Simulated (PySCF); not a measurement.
C₃H₂F₂N (doublet state).
Structure used (GFN2-xTB), in Å, numbered top down from 1:
```
atom  x, y, z in Å
N1     2.5148    0.0499    0.4841
C2     1.4257   -0.1876    0.2429
C3     0.0478   -0.5024   -0.0760
C4    -0.8474    0.6646    0.1630
F5    -0.7163    1.7331   -0.6274
F6    -2.1447    0.4052    0.3635
H7     0.0168   -0.8238   -1.1304
H8    -0.2877   -1.3296    0.5557
```

The hyperfine couplings belong to this conformer and change with its torsions.

As a line formula: `N#CC[C](F)F` [radical].

Level of theory: PySCF, UKS B3LYP, pcH-1 on C F H N, non-relativistic, mean-field spin-orbit, GIAO. Geometry: GFN2-xTB, one conformer, isolated molecule. A GFN2-xTB geometry isn't a minimum of the functional, and hyperfine couplings can be far from their values at a DFT geometry. No stability test was run, so a lower SCF solution isn't excluded.

(1) Break the g tensor into its mass correction, gauge correction and orbital-Zeeman/spin–orbit terms.

(2) What are the electron Larmor frequencies g μB B/h along the three axes at 330 mT?

(3) Average each term over the three axes. Which is largest in size?

(4) What effective moment and Curie constant follow for a powder?

(5) In a frozen sample, at which fields do the three g values resonate at 9.5, 34, 94 and 263 GHz (hyperfine left aside), and which band first spreads them over more than twice a line width of 0.3 mT?

Answers

(1) 
| Δg (ppm) | 1 | 2 | 3 |
| --- | --- | --- | --- |
| relativistic mass correction | -247 | -247 | -247 |
| gauge correction | 16 | 30 | 38 |
| orbital Zeeman/spin–orbit | -200 | 2641 | 2729 |
| total | -431 | 2425 | 2521 |

So g = 2.00189, 2.00474, 2.00484 and g_iso = 2.00382; the tensor is close to axial: the two nearest values differ by 3 % of g3 − g1. 

(2) 9.2462, 9.2594, 9.2599 GHz for g1, g2 and g3, a range of 13.6 MHz.

(3) The orbital-Zeeman/spin–orbit term 1723, the mass correction -247 and the gauge correction 28 ppm, for a total of 1505 ppm. The orbital-Zeeman/spin–orbit term is the largest in size. The mass correction is the same along every axis, so the anisotropy comes from the other two: their spans along these axes are 23 (gauge) and 2929 ppm (orbital Zeeman/spin–orbit).

(4) With the mean of g² = 4.0153 and S(S+1) = 0.75: μ_eff = √(⟨g²⟩S(S+1)) = 1.735 μB and χT = 0.12505·⟨g²⟩·S(S+1) = 0.377 cm³ K/mol (cgs; spin-Hamiltonian part alone).

(5) 
```csv
band,GHz,B(g3) mT,B(g2) mT,B(g1) mT,spread mT
X,9.5,338.56,338.57,339.06,0.50
Q,34.0,1211.68,1211.74,1213.47,1.79
W,94.0,3349.94,3350.10,3354.88,4.94
J,263.0,9372.70,9373.14,9386.52,13.82
```

The spread grows in proportion to the frequency. Q band is the first where it exceeds 0.6 mT.

Largest spin populations (Mulliken): C4 (+0.85), H7 (+0.06) and F6 (+0.06). C4 is the only atom above +0.15. The angles at C4 add up to 345.1°, so it is pyramidal.

The HOMO–LUMO gaps are 6.82 eV among the α and 7.36 eV among the β orbitals.
